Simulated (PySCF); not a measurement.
A made-up structure of CH4BNa, closed shell:

C1  (-0.598, 0.235, -0.180)
B2  (0.479, -0.413, 0.297)
Na3  (2.273, 0.841, 0.520)
H4  (-0.689, 1.408, -0.183)
H5  (-0.514, -0.116, -1.300)
H6  (-1.378, -0.250, 0.343)
H7  (0.428, -1.706, 0.503)
(Å)

It is relaxed with PBE-D4/def2-SVP and then PBE0-D4/def2-TZVP (PySCF 2.14 with density fitting (its default auxiliary sets; JK sets also for MP2 and CCSD(T))). Atoms count as bonded within 1.22 times the sum of their covalent radii (H–H: 0.88 Å). The end point is not checked to be a true minimum.

Task: Does its bonding change? (A judgement: the text doesn't fix the answer.)

Result: Computed: No: no bond forms or breaks.

Where it ends: The first stage lowers the energy by 1.59 eV in 12 steps. It ends as CH₄BNa ([CH3][BH][Na]):
C1  (-0.744, 0.201, -0.198)
B2  (0.617, -0.367, 0.322)
Na3  (2.785, 0.853, 0.667)
H4  (-0.883, 1.283, -0.173)
H5  (-0.718, -0.086, -1.266)
H6  (-1.634, -0.293, 0.211)
H7  (0.602, -1.568, 0.495)
(Å)

Labels in which every atom is bracketed show which atoms are joined, not bond orders.

For scale, one of the runs: PBE0-D4/def2-TZVP relaxation, 118 basis functions, launched by `OMP_NUM_THREADS=2 python run.py`. Time: 45 s of wall clock on 2 CPU threads of an Arm Neoverse V1; the host was shared. Peak host memory: 1.1 GiB.
